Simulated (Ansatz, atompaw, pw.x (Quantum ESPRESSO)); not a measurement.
## pw.x on bcc H: one setting changed

Potential: PAW, atompaw 4.2.0.5, PBEsol; core none, reference 1s1; waves: 1s (bound): rc 1.35 bohr; 1s channel at 0.75 Ry: rc 1.35 bohr; 2p channel at 0.05 Ry: rc 1.00 bohr; 2p channel at 2.3 Ry: rc 1.25 bohr; local part: bessel scheme, radius 1.00 bohr; core correction: none; augmentation: besselshape compensation charge, radius 1.20 bohr; PAW radius 1.35 bohr; waves and projectors: custom polynom2 7 10 vanderbiltortho.

The reference run (k-mesh 18³, cutoffs 40/400 Ry, Fermi–Dirac 0.01 Ry, mixing_beta 0.4, conv_thr 1e-9, no spin) gives -2.13 GPa at 2.977 Å³/atom, where all-electron LAPW gives -2.42 GPa. This run, with its own iteration cap, changes k-mesh shift to 1.

```
&control
  calculation='scf', prefix='x', pseudo_dir='./', outdir='./tmp', tstress=.true., disk_io='none'
/
&system
  ibrav=0, nat=1, ntyp=1, ecutwfc=40, ecutrho=400, nbnd=7,
  occupations='smearing', smearing='fd', degauss=0.01
/
&electrons
  conv_thr=1e-09, mixing_beta=0.4, electron_maxstep=70
/
ATOMIC_SPECIES
H 1.0 H.UPF
CELL_PARAMETERS angstrom
  -0.90623246 0.90623246 0.90623246
  0.90623246 -0.90623246 0.90623246
  0.90623246 0.90623246 -0.90623246
ATOMIC_POSITIONS crystal
H 0.0000 0.0000 0.0000
K_POINTS automatic
18 18 18 1 1 1
```

```bash
pw.x < H.scf.in > H.scf.out
```

How does the run end?

It converges in 4 iterations; the free energy moves by +5.8 meV/atom and the pressure by +0.32 GPa.

```
Message from routine setup:
     using ibrav=0 with symmetry is DISCOURAGED, use correct ibrav instead
     lattice parameter (alat)  =       2.9662  a.u.
     unit-cell volume          =      20.0898 (a.u.)^3
     number of electrons       =         1.00
     number of Kohn-Sham states=            7
     kinetic-energy cutoff     =      40.0000  Ry
     charge density cutoff     =     400.0000  Ry
     scf convergence threshold =      1.0E-09
     Exchange-correlation= SLA PW PSX PSC
     number of k points=   190  Fermi-Dirac smearing, width (Ry)=  0.0100
     iteration #  1     ecut=    40.00 Ry     beta= 0.40
     total energy              =      -1.07035948 Ry
     estimated scf accuracy    <       0.00000091 Ry
     iteration #  2     ecut=    40.00 Ry     beta= 0.40
     total energy              =      -1.07035490 Ry
     estimated scf accuracy    <       0.00000030 Ry
     iteration #  3     ecut=    40.00 Ry     beta= 0.40
     total energy              =      -1.07035488 Ry
     estimated scf accuracy    <          2.4E-09 Ry
     iteration #  4     ecut=    40.00 Ry     beta= 0.40
     the Fermi energy is     3.9163 ev
!    total energy              =      -1.07035488 Ry
     estimated scf accuracy    <          2.2E-10 Ry
     smearing contrib. (-TS)   =      -0.00058383 Ry
     The total energy is F=E-TS. E is the sum of the following terms:
     one-electron contribution =       0.63623693 Ry
     hartree contribution      =       0.01663724 Ry
     xc contribution           =      -0.66002040 Ry
     ewald contribution        =      -1.06253058 Ry
     one-center paw contrib.   =      -0.00009423 Ry
     convergence has been achieved in   4 iterations
          total   stress  (Ry/bohr**3)                   (kbar)     P=      -18.13
     Message from routine punch:
     Nothing written, as per user request (disk_io='none')
```

The run took about 1.9 s on one core of a shared host (Intel(R) Xeon(R) Platinum 8488C, 96 threads, 744 GiB, load 95).
